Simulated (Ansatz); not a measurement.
# CH2O2: the cost of one run

All numbers below are computed with Ansatz 0.2.0 (RKS PBE0/def2-SVPD).

### 1 The system as given

Bond lengths: O1–C2 1.225 Å, C2–O3 1.335 Å, C2–H4 1.066 Å, O3–H5 0.984 Å. Angles: O1–C2–O3 122.7°, O1–C2–H4 128.4°, O3–C2–H4 108.6°, C2–O3–H5 104.4°.

Coordinates:

```xyz
5

O    -0.3537   -0.4125    1.2159
C    -0.2526   -0.3556   -0.0036
O     0.4489    0.5950   -0.6259
H    -0.5885   -1.0598   -0.7296
H     0.7958    1.1593    0.1017
```

### 2 Relaxing end A

input.yaml reads:

```yaml
crystal:
  periodic: [false, false, false]
  atoms:
    - { symbol: O, position_ang: [-0.3537, -0.4125, 1.2159] }
    - { symbol: C, position_ang: [-0.2526, -0.3556, -0.0036] }
    - { symbol: O, position_ang: [0.4489, 0.595, -0.6259] }
    - { symbol: H, position_ang: [-0.5885, -1.0598, -0.7296] }
    - { symbol: H, position_ang: [0.7958, 1.1593, 0.1017] }
basis:
  gaussian: { orbitals: def2-SVPD }
hamiltonian:
  xc: pbe0
relax:
  f_tol: 0.02
  max_steps: 50
output:
  orbitals: {}
```

On the command line:

```sh
$ ansatz run input.yaml --threads 1 --pin off --max-ram 2048MiB --backend cpu --events-out ev --progress --plain --runs-dir out
```

**Question.** How long does this run take on 1 thread of Intel Xeon Platinum 8488C (Sapphire Rapids), shared host, and how much memory does it need?

About 12 s, with a peak of 0.14 GiB.
